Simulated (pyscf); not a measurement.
5 gas-phase steps of one pattern: four-centre exchange on the singlet surface, B–C + Cl–H or B–C + F–H broken and B–Cl + C–H or B–F + C–H formed. PySCF, gas phase, ωB97X-D3(BJ)/def2-SVP geometries. Electronic energies in kcal/mol, from the separated reactants; ΔE‡ and ΔE at ωB97M-D3(BJ)/def2-TZVP. Rows were drawn at random from the steps of this pattern with a verified saddle, stable references and no exit in the data more than 5 kcal/mol lower.

```
row                                                                                                           step     ΔE   ΔE‡
---  -------------------------------------------------------------------------------------------------------------  -----  ----
1                   H₃C–B(CH₃)–CH₃ (SMILES CB(C)C) + HF (SMILES F) → CH₄ (SMILES C) + H₃C–B(CH₃)–F (SMILES CB(C)F)  -38.8  16.6
2                HF (SMILES F) + H₂C=CH–B(F)–F (SMILES C=CB(F)F) → F–B(F)–F (SMILES FB(F)F) + H₂C=CH₂ (SMILES C=C)  -28.8  22.3
3              H₃C–B(CH₃)–CH₃ (SMILES CB(C)C) + HCl (SMILES Cl) -> CH₄ (SMILES C) + H₃C–B(CH₃)–Cl (SMILES CB(C)Cl)  -25.4  18.1
4                  HCl (SMILES Cl) + H₂C=CH–BH–Cl (SMILES C=CBCl) → Cl–BH–Cl (SMILES ClBCl) + H₂C=CH₂ (SMILES C=C)  -15.5     ?
5    HCl (SMILES Cl) + H₂C=CH–B(Cl)–Cl (SMILES C=CB(Cl)Cl) → Cl–B(Cl)–Cl (SMILES ClB(Cl)Cl) + H₂C=CH₂ (SMILES C=C)  -11.6  29.2
```

Question: From a straight line through the complete rows, estimate the missing barrier and say how far the line can be trusted.

Answer: Over the 4 complete rows the means are -26.1 (ΔE) and 21.6 (ΔE‡); least squares gives b = 0.45 and a = 33.3 kcal/mol, with residuals of 2.2 kcal/mol (root mean square; largest 3.8, row 3). For row 4: 33.3 + 0.45 × (-15.5) = 26.3 kcal/mol. The computed barrier is 21.8 kcal/mol, 4.5 under the line. The scatter is large against the spread of the barriers, so the line says little here. Each barrier is that of the saddle found.
